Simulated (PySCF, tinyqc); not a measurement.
Worked calculation: RKS/PBE in the sto-3g basis, for CH2, spin multiplicity 1. The lowest restricted solution is unstable here: a spin-polarised one lies 0.0221 hartree lower (PySCF). Computed by tinyqc, a small Python program that keeps every step (integrals from PySCF). Settings: charge = 0, multiplicity = 1, basis = sto-3g, energy threshold = 1e-10, iteration cap = 68, orthogonalisation = symmetric, start = Wolfsberg-Helmholz matrix, DIIS depth = 0, method = RKS, functional = pbe,pbe, grid = [20, 86]. Command: `OMP_NUM_THREADS=1 python tinyqc.py 28384 28385 out.jsonl` (the two numbers bound the seeds that draw the settings). One thread of a shared host (Intel(R) Xeon(R) Processor @ 2.60GHz), about 1 s of CPU time with the checks. Later iterations appear only in the table of the cycle.

## One-electron integrals

Geometry (angstrom):
```
atom       x        y       z
C     0.0000   0.0000  0.0000
H     0.0000   1.3050  0.6430
H     0.0000  -1.2890  0.6350
```

Basis sto-3g: exponents (1/bohr^2) and contraction coefficients of normalised primitives:
```
element  l (shell)  exponent  coefficient
C            s (1)   71.6168       0.1543
C            s (1)   13.0451       0.5353
C            s (1)    3.5305       0.4446
C            s (2)    2.9412      -0.1000
C            s (2)    0.6835       0.3995
C            s (2)    0.2223       0.7001
C            p (3)    2.9412       0.1559
C            p (3)    0.6835       0.6077
C            p (3)    0.2223       0.3920
H            s (1)    3.4253       0.1543
H            s (1)    0.6239       0.5353
H            s (1)    0.1689       0.4446
```

Overlap, kinetic and nuclear-attraction integrals over the contracted functions; the nuclear repulsion is the sum of Za Zb / Rab.

nuclear repulsion = 4.596085 hartree

overlap S, lower triangle:
```
         1C 1s   1C 2s  1C 2px   1C 2py  1C 2pz   2H 1s   3H 1s
1C 1s   1.0000
1C 2s   0.2484  1.0000
1C 2px  0.0000  0.0000  1.0000
1C 2py  0.0000  0.0000  0.0000   1.0000
1C 2pz  0.0000  0.0000  0.0000   0.0000  1.0000
2H 1s   0.0271  0.3050  0.0000   0.2955  0.1456  1.0000
3H 1s   0.0282  0.3129  0.0000  -0.3016  0.1486  0.0414  1.0000
```

kinetic energy T (hartree), lower triangle:
```
          1C 1s   1C 2s  1C 2px   1C 2py  1C 2pz    2H 1s   3H 1s
1C 1s   15.8911
1C 2s   -0.0859  0.4722
1C 2px   0.0000  0.0000  1.4777
1C 2py   0.0000  0.0000  0.0000   1.4777
1C 2pz   0.0000  0.0000  0.0000   0.0000  1.4777
2H 1s   -0.0082  0.0237  0.0000   0.0842  0.0415   0.7600
3H 1s   -0.0086  0.0263  0.0000  -0.0891  0.0439  -0.0100  0.7600
```

nuclear attraction V (hartree), lower triangle:
```
           1C 1s    1C 2s   1C 2px   1C 2py   1C 2pz    2H 1s    3H 1s
1C 1s   -34.3848
1C 2s    -4.3740  -5.9181
1C 2px    0.0000   0.0000  -5.8307
1C 2py    0.0002   0.0022   0.0000  -5.9400
1C 2pz   -0.0085  -0.0962   0.0000   0.0008  -5.8572
2H 1s    -0.4833  -1.3897   0.0000  -1.2251  -0.6165  -3.6024
3H 1s    -0.5028  -1.4329   0.0000   1.2585  -0.6331  -0.1734  -3.6285
```

core Hamiltonian H = T + V (hartree), lower triangle:
```
           1C 1s    1C 2s   1C 2px   1C 2py   1C 2pz    2H 1s    3H 1s
1C 1s   -18.4936
1C 2s    -4.4599  -5.4459
1C 2px    0.0000   0.0000  -4.3530
1C 2py    0.0002   0.0022   0.0000  -4.4623
1C 2pz   -0.0085  -0.0962   0.0000   0.0008  -4.3795
2H 1s    -0.4915  -1.3660   0.0000  -1.1410  -0.5751  -2.8423
3H 1s    -0.5114  -1.4066   0.0000   1.1694  -0.5892  -0.1835  -2.8685
```

## Two-electron integrals

Functions are numbered as in S; the eight-fold symmetry (ij|kl) = (ji|kl) = (kl|ij) leaves the list below.

Two-electron integrals (ij|kl) in chemists' order, unique and non-zero (hartree):
```
(11|11) 3.5419      (21|11) 0.5769      (21|21) 0.1119      (22|11) 0.8547
(22|21) 0.2053      (22|22) 0.6247      (31|31) 0.0203      (32|31) 0.0309
(32|32) 0.1380      (33|11) 0.8524      (33|21) 0.2053      (33|22) 0.6246
(33|33) 0.6728      (41|41) 0.0203      (42|41) 0.0309      (42|42) 0.1380
(43|43) 0.0363      (44|11) 0.8524      (44|21) 0.2053      (44|22) 0.6246
(44|33) 0.6003      (44|44) 0.6728      (51|51) 0.0203      (52|51) 0.0309
(52|52) 0.1380      (53|53) 0.0363      (54|54) 0.0363      (55|11) 0.8524
(55|21) 0.2053      (55|22) 0.6246      (55|33) 0.6003      (55|44) 0.6003
(55|55) 0.6728      (61|11) 0.0631      (61|21) 0.0122      (61|22) 0.0223
(61|33) 0.0223      (61|41) 0.0006      (61|42) 0.0012      (61|44) 0.0224
(61|51) 3.09e-04    (61|52) 0.0006      (61|54) 8.33e-05    (61|55) 0.0223
(61|61) 0.0014      (62|11) 0.1821      (62|21) 0.0445      (62|22) 0.1532
(62|33) 0.1493      (62|41) 0.0037      (62|42) 0.0281      (62|44) 0.1586
(62|51) 0.0018      (62|52) 0.0138      (62|54) 0.0046      (62|55) 0.1515
(62|61) 0.0050      (62|62) 0.0539      (63|31) 0.0041      (63|32) 0.0228
(63|43) 0.0052      (63|53) 0.0026      (63|63) 0.0059      (64|11) 0.1515
(64|21) 0.0374      (64|22) 0.1367      (64|33) 0.1300      (64|41) 0.0067
(64|42) 0.0454      (64|44) 0.1479      (64|51) 0.0013      (64|52) 0.0111
(64|54) 0.0063      (64|55) 0.1319      (64|61) 0.0044      (64|62) 0.0569
(64|64) 0.0648      (65|11) 0.0746      (65|21) 0.0184      (65|22) 0.0673
(65|33) 0.0641      (65|41) 0.0013      (65|42) 0.0111      (65|44) 0.0678
(65|51) 0.0047      (65|52) 0.0283      (65|54) 0.0070      (65|55) 0.0701
(65|61) 0.0022      (65|62) 0.0280      (65|64) 0.0290      (65|65) 0.0202
(66|11) 0.3618      (66|21) 0.0898      (66|22) 0.3535      (66|33) 0.3366
(66|41) 0.0082      (66|42) 0.0854      (66|44) 0.3769      (66|51) 0.0040
(66|52) 0.0421      (66|54) 0.0199      (66|55) 0.3464      (66|61) 0.0103
(66|62) 0.1692      (66|64) 0.1960      (66|65) 0.0966      (66|66) 0.7746
(71|11) 0.0657      (71|21) 0.0127      (71|22) 0.0232      (71|33) 0.0232
(71|41) -0.0007     (71|42) -0.0012     (71|44) 0.0233      (71|51) 3.23e-04
(71|52) 0.0006      (71|54) -8.77e-05   (71|55) 0.0232      (71|61) 0.0014
(71|62) 0.0049      (71|64) 0.0040      (71|65) 0.0021      (71|66) 0.0099
(71|71) 0.0015      (72|11) 0.1879      (72|21) 0.0459      (72|22) 0.1578
(72|33) 0.1538      (72|41) -0.0039     (72|42) -0.0289     (72|44) 0.1633
(72|51) 0.0019      (72|52) 0.0142      (72|54) -0.0047     (72|55) 0.1561
(72|61) 0.0049      (72|62) 0.0357      (72|64) 0.0282      (72|65) 0.0181
(72|66) 0.0834      (72|71) 0.0054      (72|72) 0.0568      (73|31) 0.0042
(73|32) 0.0236      (73|43) -0.0054     (73|53) 0.0026      (73|63) 0.0035
(73|73) 0.0062      (74|11) -0.1556     (74|21) -0.0384     (74|22) -0.1402
(74|33) -0.1334     (74|41) 0.0070      (74|42) 0.0468      (74|44) -0.1518
(74|51) -0.0013     (74|52) -0.0114     (74|54) 0.0064      (74|55) -0.1352
(74|61) -0.0039     (74|62) -0.0280     (74|64) -0.0195     (74|65) -0.0140
(74|66) -0.0644     (74|71) -0.0047     (74|72) -0.0598     (74|74) 0.0679
(75|11) 0.0767      (75|21) 0.0189      (75|22) 0.0691      (75|33) 0.0657
(75|41) -0.0013     (75|42) -0.0114     (75|44) 0.0695      (75|51) 0.0049
(75|52) 0.0292      (75|54) -0.0072     (75|55) 0.0719      (75|61) 0.0021
(75|62) 0.0180      (75|64) 0.0140      (75|65) 0.0124      (75|66) 0.0441
(75|71) 0.0023      (75|72) 0.0294      (75|74) -0.0304     (75|75) 0.0212
(76|11) 0.0226      (76|21) 0.0055      (76|22) 0.0196      (76|33) 0.0191
(76|41) 1.92e-06    (76|42) 2.23e-05    (76|44) 0.0197      (76|51) 4.00e-04
(76|52) 0.0032      (76|54) 4.32e-06    (76|55) 0.0199      (76|61) 0.0006
(76|62) 0.0058      (76|64) 0.0054      (76|65) 0.0034      (76|66) 0.0166
(76|71) 0.0006      (76|72) 0.0060      (76|74) -0.0055     (76|75) 0.0034
(76|76) 0.0008      (77|11) 0.3662      (77|21) 0.0908      (77|22) 0.3572
(77|33) 0.3400      (77|41) -0.0083     (77|42) -0.0868     (77|44) 0.3812
(77|51) 0.0041      (77|52) 0.0428      (77|54) -0.0203     (77|55) 0.3500
(77|61) 0.0096      (77|62) 0.0818      (77|64) 0.0634      (77|65) 0.0434
(77|66) 0.2039      (77|71) 0.0108      (77|72) 0.1745      (77|74) -0.2014
(77|75) 0.0992      (77|76) 0.0166      (77|77) 0.7746
```

## Orthogonalisation

S = U s U^T; symmetric (Loewdin) form X = U s^(-1/2) U^T, so that X^T S X = 1.

eigenvalues of S: 0.4954  0.5569  0.8915  1.0000  1.0858  1.4018  1.5685

X, lower triangle:
```
          1C 1s    1C 2s  1C 2px   1C 2py   1C 2pz    2H 1s   3H 1s
1C 1s    1.0258
1C 2s   -0.1402   1.1126
1C 2px   0.0000   0.0000  1.0000
1C 2py   0.0002  -0.0023  0.0000   1.0804
1C 2pz  -0.0050   0.0409  0.0000  -0.0010   1.0189
2H 1s    0.0186  -0.1773  0.0000  -0.1728  -0.0826   1.0900
3H 1s    0.0190  -0.1833  0.0000   0.1775  -0.0850  -0.0122  1.0949
```

## Starting guess

The start is the generalised Wolfsberg-Helmholz matrix (K = 1.75) built on H; D = 2 C_occ C_occ^T.

D at the start, lower triangle:
```
          1C 1s    1C 2s  1C 2px   1C 2py  1C 2pz   2H 1s   3H 1s
1C 1s    2.0733
1C 2s   -0.3034   1.3105
1C 2px   0.0000   0.0000  0.0000
1C 2py  -0.0031   0.0113  0.0000   1.3773
1C 2pz   0.0853  -0.2976  0.0000   0.0038  1.8950
2H 1s   -0.1483   0.4041  0.0000   0.3658  0.1151  0.2445
3H 1s   -0.1514   0.4107  0.0000  -0.3654  0.1169  0.0550  0.2538
```

## Iteration 1: exchange-correlation on the grid

Becke grid with 20 radial and 86 angular points per atom, points of zero weight dropped. rho = sum D_ij phi_i phi_j; V_xc,ij = sum w v_xc phi_i phi_j plus the gradient terms; v_xc is d(rho eps)/d rho at fixed gradient.

The 8 grid points with the largest w rho, of 5143 (bohr, atomic units):
```
x              y        z       w     rho  |grad rho|^2   eps_xc     v_xc
0.0000    0.0000  -1.2773  0.0884  0.2602        0.2037  -0.5356  -0.6864
0.0000    0.4780  -1.1845  0.0905  0.2522        0.1917  -0.5305  -0.6794
0.0000   -0.4780  -1.1845  0.0905  0.2518        0.1912  -0.5303  -0.6791
0.0000    0.0000  -1.6915  0.1897  0.1125        0.0673  -0.4236  -0.5074
0.0000    0.6330  -1.5686  0.1940  0.1092        0.0632  -0.4200  -0.5023
0.0000   -0.6330  -1.5686  0.1940  0.1090        0.0631  -0.4198  -0.5021
-0.4780   0.0000  -1.1845  0.0905  0.2324        0.1751  -0.5180  -0.6604
0.4780    0.0000  -1.1845  0.0905  0.2324        0.1751  -0.5180  -0.6604
```

electrons on the grid, sum of w rho = 8.0001

E_xc = sum of w rho eps_xc = -6.116098 hartree

V_xc (hartree), lower triangle:
```
          1C 1s    1C 2s   1C 2px   1C 2py   1C 2pz    2H 1s    3H 1s
1C 1s   -2.2837
1C 2s   -0.3235  -0.5668
1C 2px   0.0000   0.0000  -0.4955
1C 2py  -0.0001  -0.0002   0.0000  -0.5939
1C 2pz   0.0016   0.0071   0.0000   0.0001  -0.5973
2H 1s   -0.0358  -0.1395   0.0000  -0.1293  -0.0629  -0.3721
3H 1s   -0.0372  -0.1440   0.0000   0.1330  -0.0647  -0.0168  -0.3769
```

## Iteration 1: building the Kohn-Sham matrix

J_ij = sum D_kl (ij|kl); F = H + J + V_xc; E = tr D H + tr D J / 2 + E_xc + E_nn.

Coulomb J (hartree), lower triangle:
```
          1C 1s    1C 2s  1C 2px   1C 2py  1C 2pz   2H 1s   3H 1s
1C 1s   11.6094
1C 2s    2.2451   5.1629
1C 2px   0.0000   0.0000  5.0523
1C 2py   0.0001  -0.0003  0.0000   5.2161
1C 2pz  -0.0058  -0.0030  0.0000  -0.0004  5.2040
2H 1s    0.2450   1.2550  0.0000   1.1216  0.5525  2.9774
3H 1s    0.2549   1.2935  0.0000  -1.1515  0.5670  0.1594  3.0120
```

Kohn-Sham matrix F (hartree), lower triangle:
```
          1C 1s    1C 2s  1C 2px   1C 2py   1C 2pz    2H 1s    3H 1s
1C 1s   -9.1680
1C 2s   -2.5383  -0.8497
1C 2px   0.0000   0.0000  0.2039
1C 2py   0.0003   0.0017  0.0000   0.1600
1C 2pz  -0.0127  -0.0922  0.0000   0.0005   0.2273
2H 1s   -0.2823  -0.2504  0.0000  -0.1486  -0.0855  -0.2371
3H 1s   -0.2937  -0.2571  0.0000   0.1509  -0.0869  -0.0409  -0.2334
```

total energy of this density = -38.104525 hartree

## Iteration 1: diagonalisation and new density

Diagonalise F' = X^T F X, C = X C', fill 4 alpha and 4 beta electrons from the bottom; D = 2 C_occ C_occ^T. Each column has its largest component positive (the first on a tie).

F' = X^T F X (hartree), lower triangle:
```
         1        2       3        4        5        6        7
1  -8.9529
2  -1.4094  -0.2890
3   0.0000   0.0000  0.2039
4   0.0007  -0.0009  0.0000   0.2881
5  -0.0165  -0.0420  0.0000  -0.0008   0.2563
6  -0.0051  -0.1403  0.0000  -0.1783  -0.0858  -0.1338
7  -0.0071  -0.1454  0.0000   0.1829  -0.0882  -0.0175  -0.1240
```

orbital energies (hartree): MO1 -9.1767, MO2 -0.3327, MO3 -0.2359, MO4 0.0855, MO5 0.2039, MO6 0.2919, MO7 0.4127

coefficients C:
```
            MO1      MO2      MO3      MO4     MO5      MO6      MO7
1C 1s    0.9912  -0.1646   0.0037  -0.2489  0.0000  -0.0314   0.0040
1C 2s    0.0349   0.4862  -0.0115   1.0264  0.0000   0.1804  -0.0209
1C 2px   0.0000   0.0000   0.0000   0.0000  1.0000   0.0000   0.0000
1C 2py  -0.0001  -0.0008   0.2506   0.0138  0.0000   0.0264   1.0793
1C 2pz   0.0034   0.1380  -0.0024  -0.1283  0.0000   1.0089  -0.0251
2H 1s   -0.0064   0.4698   0.6297  -0.5518  0.0000  -0.3237  -0.4799
3H 1s   -0.0066   0.4589  -0.6211  -0.5580  0.0000  -0.3070   0.5193
```

D after iteration 1, lower triangle:
```
          1C 1s    1C 2s  1C 2px   1C 2py  1C 2pz   2H 1s   3H 1s
1C 1s    2.1431
1C 2s   -0.6019   2.5825
1C 2px   0.0000   0.0000  0.0000
1C 2py  -0.0050   0.0216  0.0000   0.1260
1C 2pz   0.0252  -0.1288  0.0000  -0.0050  0.0711
2H 1s    0.1120  -0.6909  0.0000   0.2997  0.2682  1.8433
3H 1s    0.1090  -0.6855  0.0000  -0.3275  0.2728  0.2648  1.8155
```

## Iteration 2: exchange-correlation on the grid

As before.

The 8 grid points with the largest w rho, of 5143 (bohr, atomic units):
```
x              y        z       w     rho  |grad rho|^2   eps_xc     v_xc
0.0000    1.1845   0.4780  0.0778  0.1173        0.0084  -0.4162  -0.5427
0.0000   -1.1845   0.4780  0.0767  0.1181        0.0064  -0.4171  -0.5444
0.0000    1.5686   0.6330  0.0782  0.1144        0.0101  -0.4132  -0.5380
0.0000    0.4780  -1.1845  0.0905  0.0979        0.0338  -0.4009  -0.4954
0.2415    0.8869  -0.8869  0.0908  0.0973        0.0336  -0.4003  -0.4944
-0.2415   0.8869  -0.8869  0.0908  0.0973        0.0336  -0.4003  -0.4944
0.0000   -1.5686   0.6330  0.0730  0.1206        0.0137  -0.4202  -0.5463
0.0000    1.1845  -0.4780  0.0889  0.0990        0.0318  -0.4013  -0.4992
```

electrons on the grid, sum of w rho = 7.9996

E_xc = sum of w rho eps_xc = -5.955544 hartree

V_xc (hartree), lower triangle:
```
          1C 1s    1C 2s   1C 2px   1C 2py   1C 2pz    2H 1s    3H 1s
1C 1s   -2.2718
1C 2s   -0.3081  -0.4887
1C 2px   0.0000   0.0000  -0.4652
1C 2py  -0.0001  -0.0009   0.0000  -0.5060
1C 2pz   0.0006  -0.0031   0.0000   0.0008  -0.4801
2H 1s   -0.0341  -0.1373   0.0000  -0.1363  -0.0667  -0.5160
3H 1s   -0.0354  -0.1412   0.0000   0.1395  -0.0685  -0.0163  -0.5151
```

## Iteration 2: building the Kohn-Sham matrix

As before.

Coulomb J (hartree), lower triangle:
```
          1C 1s   1C 2s  1C 2px   1C 2py  1C 2pz   2H 1s   3H 1s
1C 1s   10.4090
1C 2s    1.9546  4.4610
1C 2px   0.0000  0.0000  4.3872
1C 2py   0.0006  0.0026  0.0000   4.5467
1C 2pz   0.0100  0.1298  0.0000  -0.0010  4.4316
2H 1s    0.2138  1.1804  0.0000   1.0985  0.5587  3.3437
3H 1s    0.2224  1.2124  0.0000  -1.1219  0.5714  0.1511  3.3471
```

Kohn-Sham matrix F (hartree), lower triangle:
```
           1C 1s    1C 2s   1C 2px   1C 2py   1C 2pz    2H 1s    3H 1s
1C 1s   -10.3564
1C 2s    -2.8133  -1.4736
1C 2px    0.0000   0.0000  -0.4310
1C 2py    0.0007   0.0038   0.0000  -0.4216
1C 2pz    0.0021   0.0305   0.0000   0.0006  -0.4280
2H 1s    -0.3118  -0.3229   0.0000  -0.1789  -0.0830  -0.0146
3H 1s    -0.3244  -0.3355   0.0000   0.1870  -0.0862  -0.0487  -0.0365
```

total energy of this density = -37.838054 hartree

## Iteration 2: diagonalisation and new density

As before.

F' = X^T F X (hartree), lower triangle:
```
          1        2        3        4        5        6       7
1  -10.1379
2   -1.4582  -0.9184
3    0.0000   0.0000  -0.4310
4    0.0007   0.0018   0.0000  -0.3522
5   -0.0145   0.0616   0.0000  -0.0005  -0.4116
6   -0.0094  -0.1646   0.0000  -0.1519  -0.0702   0.1320
7   -0.0117  -0.1697   0.0000   0.1566  -0.0724  -0.0192  0.1173
```

orbital energies (hartree): MO1 -10.3633, MO2 -0.7591, MO3 -0.4348, MO4 -0.4310, MO5 -0.4292, MO6 0.1889, MO7 0.2267

coefficients C:
```
            MO1      MO2      MO3     MO4      MO5      MO6      MO7
1C 1s    0.9924  -0.2785   0.0005  0.0000  -0.0169   0.0983   0.0104
1C 2s    0.0302   1.0133   0.0034  0.0000   0.0484  -0.5396  -0.0555
1C 2px   0.0000   0.0000   0.0000  1.0000   0.0000   0.0000   0.0000
1C 2py  -0.0002  -0.0105   0.8906  0.0000   0.2436   0.0832  -0.6074
1C 2pz   0.0012  -0.0951  -0.2536  0.0000   0.9395  -0.3115  -0.0312
2H 1s   -0.0052   0.0200   0.0873  0.0000   0.0901   0.6856   0.8778
3H 1s   -0.0054   0.0239  -0.1298  0.0000   0.0365   0.8767  -0.6960
```

D after iteration 2, lower triangle:
```
          1C 1s    1C 2s  1C 2px   1C 2py   1C 2pz    2H 1s   3H 1s
1C 1s    2.1250
1C 2s   -0.5046   2.0554
1C 2px   0.0000   0.0000  2.0000
1C 2py   0.0064  -0.0152  0.0000   1.5866
1C 2pz   0.0552  -0.1944  0.0000  -0.4497   0.1467
2H 1s   -0.0214   0.0409  0.0000   0.1551  -0.0481   0.0161
3H 1s   -0.0242   0.0473  0.0000  -0.2317   0.0613  -0.0217  0.0349
```

## Convergence

Stop when the energy changes by less than 1e-10 hartree and every element of the error matrix X^T (F D S - S D F) X is below 3e-06.

Course of the cycle:
```
iteration  E (hartree)     change  largest element of the error matrix
1           -38.104525          -                             4.36e-01
2           -37.838054   2.66e-01                             4.71e-01
3           -37.510002   3.28e-01                             6.18e-01
4           -37.551783  -4.18e-02                             5.23e-01
5           -37.315536   2.36e-01                             6.33e-01
6           -37.391393  -7.59e-02                             5.50e-01
7           -37.215142   1.76e-01                             6.62e-01
8           -37.291390  -7.62e-02                             5.57e-01
9           -37.173004   1.18e-01                             6.69e-01
10          -37.257242  -8.42e-02                             5.55e-01
11          -37.161160   9.61e-02                             6.67e-01
12          -37.245671  -8.45e-02                             5.52e-01
13          -37.156899   8.88e-02                             6.63e-01
14          -37.240618  -8.37e-02                             5.49e-01
...                ...        ...                                  ...
55          -37.151444   8.26e-02                             6.43e-01
56          -37.234077  -8.26e-02                             5.40e-01
57          -37.151443   8.26e-02                             6.43e-01
58          -37.234076  -8.26e-02                             5.40e-01
59          -37.151442   8.26e-02                             6.43e-01
60          -37.234076  -8.26e-02                             5.40e-01
61          -37.151442   8.26e-02                             6.43e-01
62          -37.234075  -8.26e-02                             5.40e-01
63          -37.151442   8.26e-02                             6.43e-01
64          -37.234075  -8.26e-02                             5.40e-01
65          -37.151441   8.26e-02                             6.43e-01
66          -37.234075  -8.26e-02                             5.40e-01
67          -37.151441   8.26e-02                             6.43e-01
68          -37.234074  -8.26e-02                             5.40e-01
```

PySCF RKS in the same basis, fine grid = -38.462251 hartree

Not converged within the cap of 68 iterations: the residual has stopped falling: the iteration swings between two states. Reruns (cap 100 unless said): DIIS 8: converged in 10; damping 0.5: not converged; level shift 0.5: converged in 25; atomic densities as start, DIIS 8: converged in 11; the original settings with a cap of 400: not converged.
